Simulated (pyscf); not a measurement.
Single points on ωB97X-D3(BJ)/def2-SVP structures (PySCF, gas phase).

Question: F–Nb(F)(F)(F)–F + hydrogen (H₂) → hydrogen fluoride (HF) + F–NbH(F)(F)–F
Surface: singlet. Broken: F–Nb, H–H. Formed: F–H, H–Nb. Give ΔE‡ and ΔE from ωB97M-D3(BJ)/def2-TZVP, relative to the separated reactants.

Answer: ΔE‡ = 147.0 kJ/mol, ΔE = +139.8 kJ/mol. Zero-point energy shifts the barrier by +13.5 kJ/mol. It is a four-centre exchange, with an imaginary mode of 884i cm⁻¹. On the product side the descent ends in an adduct with a F–Nb contact, 27.3 kJ/mol under the separated species and 27.8 kJ/mol under the saddle at ωB97X-D3(BJ)/def2-TZVP. What is counted as broken (F–Nb) persists as a longer contact in the product adduct; parting that adduct is a step of its own. At the saddle there is also a short H–Nb contact that neither side keeps. This is the saddle that the search found; another between the same sides may lie lower. Elements past Kr carry the def2 core potentials, without spin-orbit coupling.
